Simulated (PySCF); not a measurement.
**C2H3ClF2: core ionisation energies**

Species: 1-chloro-1,1-difluoroethane, C2H3ClF2.
Geometry (GFN2-xTB, Å), atoms numbered from 1 in this order:
```xyz
8
C2H3ClF2 angstrom
C     -0.8043   -0.1937   -0.0216
C      0.6474    0.2018    0.0801
F      1.1996   -0.2295    1.2302
F      0.7981    1.5400    0.0865
Cl     1.6190   -0.4539   -1.2757
H     -0.8872   -1.2764   -0.0030
H     -1.2212    0.1934   -0.9468
H     -1.3424    0.2279    0.8258
```

Computed, not measured: PySCF, delta-SCF UKS SCAN, pcX-2 on the ionised atom, pcseg-1 elsewhere, spin-free X2C. Each binding energy is the total energy of the core-ionised species, with the hole localised on one atom, minus that of the ground state; both are solved self-consistently, so orbital relaxation is included.

Question: List the computed XPS lines with their assignment.

Answer: 
```csv
atom(s),environment,level,binding energy (eV),2p1/2 (eV),above the level's lowest (eV),count
Cl5,chlorine on a fluorinated carbon,Cl 1s,2829.23,–,0.00,1
F3/F4,fluorine of a CF2 group,F 1s,693.80,–,0.00,2
C2,CF2 carbon,C 1s,297.41,–,+5.41,1
C1,methyl carbon,C 1s,292.00,–,0.00,1
Cl5,chlorine on a fluorinated carbon,Cl 2p3/2,206.65,208.31,0.00,1
```

The listed C 1s values span 5.41 eV, from C1 (bonded to C and 3 H) to C2 (bonded to 2 F, Cl and C).

Question: Which photon wavelength matches the C 1s of C1 threshold?

Answer: λ = hc/E = 12398.42 eV Å / 292.00 eV = 42.460 Å.

Question: Give the binding energy of C 1s of C1 in hartree and in kJ/mol.

Answer: 292.00 eV = 10.7308 Eh = 28174 kJ/mol.

Atoms equivalent by their bonding share one computed value, that of the first of them. The 2p values add to the ΔSCF energy of one spin-free hole a correction within the shell (spin–orbit coupling, ligand field). 2p1/2 minus 2p3/2 (ligand field included): Cl 1.65 eV. Geometry: GFN2-xTB; no solvent, vibrations or thermal averaging.

Time: 23 s; peak memory 0.45 GiB. Hardware: one thread, Arm Neoverse V1 (aarch64), shared host with 32 logical CPUs at a one-minute load of 53.
